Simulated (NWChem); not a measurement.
# C2H3F (SMILES C=CF) at TPSSh/6-31G(d) (density fitting, spherical functions)

What is the vertical ionisation energy of C2H3F at TPSSh/6-31G* (density fitting, spherical functions)? 

The results are computed with NWChem 7.3.0.

## (1) The structure to begin with

C2H3F: 6 atoms, total charge 0, spin state singlet. As SMILES, `C=CF`. The coordinates come from a PBE0-D4/def2-TZVP relaxation.

Bond lengths: C1–C2 1.316 Å, C2–F3 1.336 Å, C1–H4 1.082 Å, C1–H5 1.081 Å, C2–H6 1.084 Å. Angles: C1–C2–F3 122.3°, C1–C2–H6 125.7°, F3–C2–H6 112.0°, C2–C1–H4 121.6°, C2–C1–H5 119.2°, H4–C1–H5 119.2°.

## (2) The energy at TPSSh/6-31G(d) (density fitting, spherical functions)

c2h3f.nw

```
start c2h3f
memory total 2200 mb
geometry units angstroms noautosym nocenter noautoz
 C     -0.536200     0.076400    -0.442800
 C      0.490000    -0.016300     0.376600
 F      0.966200    -1.192400     0.795500
 H     -1.043900    -0.803300    -0.816600
 H     -0.880200     1.054100    -0.749700
 H      1.046100     0.817400     0.790700
end
basis spherical bse
 * library 6-31G*
end
basis "cd basis" spherical
 * library "dgauss a1 dft coulomb fitting"
end
dft
 xc xctpssh
 grid fine
 convergence energy 1e-08
 maxiter 100
 mulliken
 print low
end
task dft energy
```

Run with:

```sh
$ nwchem c2h3f.nw > c2h3f.out
```

Standard output:

```text
Northwest Computational Chemistry Package (NWChem) 7.3.0
             --------------------------------------------------------

           Job information
           ---------------

    nwchem branch   = 7.3.0
    use scalapack   = T
    input           = c2h3f.nw
    prefix          = c2h3f.
    data base       = ./c2h3f.db
    status          = startup
    nproc           =        1

           Memory information
           ------------------

    heap     =     72089598 doubles =      550.0 Mbytes
    stack    =     72089595 doubles =      550.0 Mbytes
    global   =    144179200 doubles =     1100.0 Mbytes (distinct from heap & stack)
    total    =    288358393 doubles =     2200.0 Mbytes
    verify   = yes
    hardfail = no

           Directory information
           ---------------------

  0 permanent = .
  0 scratch   = .

[... 29 lines left out ...]
            Nuclear Dipole moment (a.u.)
[... 105 lines left out ...]
   convergence    iter        energy       DeltaE   RMS-Dens  Diis-err    time
[... 11 lines left out ...]
         Total DFT energy =     -177.830187899897
      One electron energy =     -377.762645333024
           Coulomb energy =      154.586847738094
    Exchange-Corr. energy =      -22.447693034696
 Nuclear repulsion energy =       67.793302729728
[... 5 lines left out ...]
     ---------------------------------------------
      Total Density - Mulliken Population Analysis
     ---------------------------------------------

    Atom       Charge   Shell Charges
 -----------   ------   -------------------------------------------------------
    1 C    6     6.44   2.00  0.67  2.08  0.62  1.04  0.03
    2 C    6     5.80   2.00  0.69  1.96  0.44  0.63  0.08
    3 F    9     9.29   2.00  0.94  3.30  1.03  2.01  0.02
    4 H    1     0.81   0.53  0.29
    5 H    1     0.82   0.53  0.29
    6 H    1     0.83   0.54  0.29

     -------------------------------------------
      Total Density - Lowdin Population Analysis
     -------------------------------------------

    Atom       Charge   Shell Charges
 -----------   ------   -------------------------------------------------------
    1 C    6     6.34   1.99  0.55  1.89  0.45  1.39  0.07
    2 C    6     5.99   1.99  0.54  1.76  0.41  1.12  0.18
    3 F    9     9.10   1.99  0.93  3.18  0.81  2.15  0.04
    4 H    1     0.85   0.49  0.36
    5 H    1     0.85   0.49  0.36
    6 H    1     0.87   0.51  0.36

 Task  times  cpu:        3.1s     wall:        3.1s
 Total times  cpu:        3.1s     wall:        3.1s
```

Run time: 3.9 s. Hardware: 1 thread of Intel Xeon 6975P-C (Granite Rapids), shared host; peak memory 0.11 GiB.

## (3) The doublet cation, same level

mol.xyz

```xyz
6
C2H3F
C     -0.536200     0.076400    -0.442800
C      0.490000    -0.016300     0.376600
F      0.966200    -1.192400     0.795500
H     -1.043900    -0.803300    -0.816600
H     -0.880200     1.054100    -0.749700
H      1.046100     0.817400     0.790700
```

mol.nw

```
echo
start mol
title "C2H3F"
memory stack 880 mb heap 220 mb global 1100 mb
charge 1

geometry noautosym nocenter noautoz
load format xyz mol.xyz
end

basis spherical bse
C library 6-31G*
F library 6-31G*
H library 6-31G*
end

basis "cd basis" spherical
C library "dgauss a1 dft coulomb fitting"
F library "dgauss a1 dft coulomb fitting"
H library "dgauss a1 dft coulomb fitting"
end

dft
xc xctpssh
mult 2
grid fine
convergence energy 1e-08
iterations 100
mulliken
noprint "final vectors analysis"
end

task dft
```

Run with:

```sh
$ nwchem mol.nw > mol.out
```

Standard output:

```text
============================== echo of input deck ==============================
echo
start mol
title "C2H3F"
memory stack 880 mb heap 220 mb global 1100 mb
charge 1

geometry noautosym nocenter noautoz
load format xyz mol.xyz
end

basis spherical bse
C library 6-31G*
F library 6-31G*
H library 6-31G*
end

basis "cd basis" spherical
C library "dgauss a1 dft coulomb fitting"
F library "dgauss a1 dft coulomb fitting"
H library "dgauss a1 dft coulomb fitting"
end

dft
xc xctpssh
mult 2
grid fine
convergence energy 1e-08
iterations 100
mulliken
noprint "final vectors analysis"
end

task dft
================================================================================

             Northwest Computational Chemistry Package (NWChem) 7.3.0
             --------------------------------------------------------

           Job information
           ---------------

[... 16 lines left out ...]
    hardfail = no
[... 39 lines left out ...]
            Nuclear Dipole moment (a.u.)
[... 105 lines left out ...]
          Convergence on energy requested:  1.00D-08
[... 22 lines left out ...]
          Spatial weights used:  Erf1
[... 4 lines left out ...]
          total energy or number of iterations.
[... 30 lines left out ...]
 2-e energy   =     119.827372
[... 69 lines left out ...]
      One electron energy =     -370.052996122845
[... 2 lines left out ...]
 Nuclear repulsion energy =       67.793302729728
[... 80 lines left out ...]
     --------------------------
     Expectation value of S2:
     --------------------------
      <S2> =      0.7525 (Exact =     0.7500)

 center of mass
 --------------
 x =   0.69463627 y =  -0.85637536 z =   0.55585566

 moments of inertia (a.u.)
 ------------------
         121.565153734833          50.127978034778         -60.878386455691
          50.127978034778         124.254167926630          42.316756270740
         -60.878386455691          42.316756270740         146.086192800766

     Multipole analysis of the density
     ---------------------------------

     L   x y z        total         alpha         beta         nuclear
     -   - - -        -----         -----         ----         -------
     0   0 0 0      1.000000    -12.000000    -11.000000     24.000000

     1   1 0 0     -0.065040     -7.164705     -7.150003     14.249668
[... 8 lines of this table left out ...]
     2   0 0 2     -9.612479    -22.881705    -20.930396     34.199621

 Task  times  cpu:       48.1s     wall:       48.1s
 Total times  cpu:       48.1s     wall:       48.1s
```

Run time: 49 s. Hardware: 1 thread of Intel Xeon 6975P-C (Granite Rapids), shared host; peak memory 0.11 GiB.

## (4) Results

At TPSSh/6-31G* (density fitting, spherical functions):

```
                                          quantity          value
                       singlet C2H3F: total energy  -177.83019 Eh
                      doublet cation: total energy  -177.46123 Eh
                              doublet cation: ⟨S²⟩          0.752
vertical ionisation energy (to the doublet cation)      10.040 eV
```

What this shows: The vertical ionisation energy comes to 10.04 eV (232 kcal/mol). Mulliken charges (singlet C2H3F) run from -0.44 on C1 to +0.20 on C2.
